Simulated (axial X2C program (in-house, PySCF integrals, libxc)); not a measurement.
# Linear BCO⁺ at several levels

How do method and spin–orbit coupling move the bonds and stretches of BCO⁺, held linear?

The runs use an in-house X2C program for linear molecules on PySCF integrals; all-electron X2C, two-component (2c) or spin-free, B dyall-v3z, C dyall-v3z, O dyall-av3z.

All values are calculated.

2 further runs of the same task are left out: 2 set aside as unsound or not needed.

### 1 Set-up

The input, task.json:

```json
{"zs": [5, 6, 8], "q": 1, "bas": ["dyall-v3z", "dyall-v3z", "dyall-av3z"], "r0": [1.55, 1.13], "symm": 0, "scan": ["PBE0", "HF", "PBE"], "levels": ["PBE0", "HF", "PBE"], "nst": 2}
```

Keys: zs atomic numbers; q charge; bas basis sets; r0 starting distance in Å; symm equal bonds; scan levels of the two-bond scan; levels methods; nst determinants followed.

On the command line:

```sh
python solin.py task.json out
```

Masses B 11.009, C 12.000, O 15.995 u.

### 2 Scan at PBE0, 2c

State: Ω = 2 (beyond evenly filled blocks: ω = 1/2, ω = 3/2). Energies above the lowest point, from the job's result record:

```
r(B–C) (Å)  r(C–O) (Å)  E (meV)
    1.4606      1.0969    71.53
    1.4606      1.1250    20.17
    1.4606      1.1531    66.13
    1.4980      1.0969    46.33
    1.4980      1.1250     0.00
    1.4980      1.1531    50.82
    1.4980      1.1813   181.66
    1.5354      1.0969    61.73
    1.5354      1.1250    20.26
    1.5354      1.1531    75.80
    1.5729      1.1250    73.31
    1.5729      1.1813   273.23
```

A quadratic surface with cubic terms in each bond gives the minimum at 1.497 and 1.124 Å, force constants 4.64, 19.9 and coupling 0.72 mdyn/Å.

### 3 Scan at HF, 2c

State: Ω = 2 (beyond evenly filled blocks: ω = 1/2, ω = 3/2). Energies above the lowest point, from the job's result record:

```
r(B–C) (Å)  r(C–O) (Å)  E (meV)
    1.4606      1.0969    49.16
    1.4606      1.1250   115.44
    1.4606      1.1531   276.33
    1.4980      1.0969     4.26
    1.4980      1.1250    77.52
    1.4980      1.1531   245.88
    1.4980      1.1813   487.49
    1.5354      1.0969     0.00
    1.5354      1.1250    79.92
    1.5354      1.1531   255.43
    1.5729      1.1250   114.16
    1.5729      1.1813   554.03
```

A quadratic surface with cubic terms in each bond gives the minimum at 1.523 and 1.092 Å, force constants 3.96, 24.8 and coupling 1.11 mdyn/Å.

### 4 Scan at PBE, 2c

State: Ω = 2 (beyond evenly filled blocks: ω = 1/2, ω = 3/2). Energies above the lowest point, from the job's result record:

```
r(B–C) (Å)  r(C–O) (Å)  E (meV)
    1.4606      1.0969   139.97
    1.4606      1.1250    32.35
    1.4606      1.1531    21.97
    1.4980      1.0969   109.22
    1.4980      1.1250     6.08
    1.4980      1.1531     0.00
    1.4980      1.1813    73.81
    1.5354      1.0969   118.72
    1.5354      1.1250    19.85
    1.5354      1.1531    17.89
    1.5729      1.1250    66.21
    1.5729      1.1813   149.75
```

A quadratic surface with cubic terms in each bond gives the minimum at 1.501 and 1.141 Å, force constants 4.51, 17.7 and coupling 0.63 mdyn/Å.

### 5 Comparison

| level | r(B–C) (Å) | r(C–O) (Å) | lower stretch (cm⁻¹) | upper stretch (cm⁻¹) |
| --- | --- | --- | --- | --- |
| PBE0, 2c | 1.497 | 1.124 | 974.3 | 2267.4 |
| HF, 2c | 1.523 | 1.092 | 915.3 | 2480.2 |
| PBE, 2c | 1.501 | 1.141 | 955.9 | 2149.9 |
| PBE0, spin-free | 1.497 | 1.124 | 974.6 | 2266.9 |
| HF, spin-free | 1.523 | 1.092 | 915.7 | 2480.3 |
| PBE, spin-free | 1.500 | 1.141 | 956.2 | 2149.4 |

Scans not shown above were run alike.

In words: Over the levels the B–C bond spans 1.497 to 1.523 Å and the C–O bond 1.092 to 1.141 Å. At PBE0 spin–orbit coupling leaves both bonds unchanged to 0.001 Å. Each state is one determinant, the lowest of a limited PBE0 search; the stretches come from a fit to few points and are good to some per cent at best. The molecule was held linear; bending was not examined, so a bent shape may lie lower. Open-shell Ω = 0 determinants with evenly filled partner blocks cannot be reached by this program, so the Ω shown need not be the lowest component. Note: functional without a current term on a determinant with orbital currents, of the molecule or an atom. Note: several unpaired electrons, one determinant need not be a pure state.
